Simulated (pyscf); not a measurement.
Thermochemistry of product channels of HO–In (SMILES [OH][In]) [singlet] + H₂O (SMILES O) on the singlet surface, in kcal/mol, from ωB97M-D3(BJ)/def2-TZVP energies (ideal gas, 1 atm, RRHO with modes under 100 cm⁻¹ raised to 100, one conformer, R ln 2 for rigid chiral ones). Single points on ωB97X-D3(BJ)/def2-SVP structures (PySCF, gas phase).

```
products                                               ΔE  ΔH(298 K)  ΔG(298 K)  ΔG(1200 K)
--------------------------------------------------  -----  ---------  ---------  ----------
O=In–OH (SMILES [O]=[In][OH]) + H₂ (SMILES [H][H])  +67.6      +63.0      +65.2         [?]
HO–InH–OH (SMILES [OH][InH][OH])                      [?]       +7.2      +17.1       +44.5
```

Q: What belongs in the gaps?

A: 
- O=In–OH (SMILES [O]=[In][OH]) + H₂ (SMILES [H][H]), ΔG(1200 K): +69.3
- HO–InH–OH (SMILES [OH][InH][OH]), ΔE: +8.6

These are energies of the channels, which say nothing of barriers. Elements past Kr carry the def2 core potentials, without spin-orbit coupling.
